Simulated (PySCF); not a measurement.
These compounds are isomers of formula C₃H₃F.

A. `C#CCF`
B. SMILES C1=C(F)C1
C. SMILES FC1C=C1

Spectrum 1. $^{1}$H NMR (300 MHz, computed): δ 7.87 (dd, J = 1.9, 1.8 Hz, 2H), 4.83 (dt, J = 110.9, 1.9 Hz, 1H). $^{13}$C{$^{1}$H} NMR (computed): δ 131.6 (CH, d, J = 16.9 Hz), 63.0 (CH, d, J = 311.5 Hz).

Spectrum 2. $^{1}$H NMR (300 MHz, computed): δ 4.99 (dd, J = 54.6, 3.7 Hz, 2H), 2.58 (dt, J = 6.6, 3.7 Hz, 1H). $^{13}$C{$^{1}$H} NMR (computed): δ 84.7 (CH, d, J = 11.2 Hz), 81.6 (C, d, J = 19.6 Hz), 70.8 (CH2, d, J = 244.3 Hz).

Spectrum 3. $^{1}$H NMR (300 MHz, computed): δ 5.13 (dt, J = 6.8, 3.1 Hz, 1H), 2.06 (dd, J = 6.5, 3.1 Hz, 2H). $^{13}$C{$^{1}$H} NMR (computed): δ 152.2 (C, d, J = 497.4 Hz), 72.6 (CH, d, J = 27.8 Hz), 21.1 (CH2, d, J = 15.2 Hz).

PySCF calculation with GIAO PBE0/pcSseg-1 shieldings, coordinates at the PBE0-D3(BJ)/def2-SVP level and J: B3LYP/pcJ-1; non-relativistic, fast rotation and ring inversion assumed for equivalent nuclei, single conformer, in vacuum.

Referencing at the same level of theory: $^{1}$H (σref 31.27), $^{13}$C (σref 184.41) vs TMS. Multiplet labels drop J under 1 Hz and among equivalent protons, and merge close values. Unscaled 3J(H,H) run several per cent high. One-bond C–F couplings are unscaled and too large by tens of Hz. Shifts are as computed. Against solution values, carbons near 30 ppm lie about +2 ppm off and those near 130 ppm about +5 ppm. Of 1211 compounds with measured shifts, 218 miss one by over three times the rms of a fit or turn the order of signals round; such compounds aren't used in these exercises.

**Question.** Which spectrum belongs to which compound?

**Answer.** 1–C, 2–A, 3–B.

- Spectrum 1 (C): 2 $^{13}$C signals; δC 131.6 is an alkene CH; δC 63.0 is a three-membered-ring carbon.
- Spectrum 2 (A): 3 $^{13}$C signals; δC 84.7 is a terminal alkyne carbon; δC 81.6 is an alkyne carbon.
- Spectrum 3 (B): 3 $^{13}$C signals; δC 152.2 is a fully substituted alkene carbon; δC 21.1 is a three-membered-ring carbon.
